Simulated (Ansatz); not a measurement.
# MgAlH₂ radical (SMILES [Mg][AlH2]): single points off equilibrium

One table from this session's results is given with a row withheld; the runs are named, their logs left out.

The runs use Ansatz 0.2.0, Gaussian basis; single points in def2-TZVPP.

Cores are frozen in the correlated methods. The outer core shell of Li, Na, Mg and K is correlated. Orbitals are unrestricted. B3LYP uses VWN-RPA correlation.

**The starting structure**

SMILES `[Mg][AlH2]`, 4 atoms, charge 0, spin multiplicity 2.

Atoms are counted from 1 here; the program's logs count them from 0.

Bond lengths: Al2–H3 1.553 Å, Al2–H4 1.496 Å. Angles: H3–Al2–H4 94.5°.

Geometry (Å):

```xyz
4
AlH2Mg
Mg   -2.53440   -0.68670   -0.13610
Al    0.19390    0.00460    0.01820
H     1.44110   -0.63890    0.68250
H     0.94150    1.18740   -0.51160
```

The first run:

run/in.yaml

```yaml
crystal:
  periodic: [false, false, false]
  atoms:
    - {symbol: Mg, position_ang: [-2.534400, -0.686700, -0.136100]}
    - {symbol: Al, position_ang: [0.193900, 0.004600, 0.018200]}
    - {symbol: H, position_ang: [1.441100, -0.638900, 0.682500]}
    - {symbol: H, position_ang: [0.941500, 1.187400, -0.511600]}
basis:
  gaussian: {orbitals: def2-TZVPP}
magnetization: {spin_polarized: true, initial_magnetization: 1}
correlation: {method: ccsd_t}
scf: {omitted_lower_state_checks: [cluster_reference]}
output: {forces: true}
```

No record of the launch command was kept for these runs.

Steps of the session up to this table: CCSD(T)/def2-TZVPP; PBE0-D4/def2-TZVPP; wB97M-V/def2-TZVPP; r2SCAN-D4/def2-TZVPP; PBE-D4/def2-TZVPP; HSE06-D4/def2-TZVPP; B3LYP-D4/def2-TZVPP.

One table of the session follows, with a row left open; its other results are not shown here.

| method | RMS force component (eV/Å) | angle to CCSD(T) forces (°) | dipole (D) |
| --- | --- | --- | --- |
| CCSD(T) | 0.684 | reference | 2.53 |
| PBE0-D4 | 0.694 | 2.4 | 2.34 |
| wB97M-V | 0.646 | 3.1 | 2.81 |
| r2SCAN-D4 | 0.684 | 2.7 | 2.37 |
| PBE-D4 | 0.735 | 6.1 | 2.19 |
| HSE06-D4 | 0.696 | 2.6 | 2.33 |
| B3LYP-D4 | ? | ? | ? |

**Question.** Estimate the row for B3LYP-D4.

As computed: RMS force component (eV/Å): 0.662; angle to CCSD(T) forces (°): 4.2; dipole (D): 2.44. In the column «RMS force component (eV/Å)» it lies between wB97M-V (0.646) and CCSD(T) (0.684).
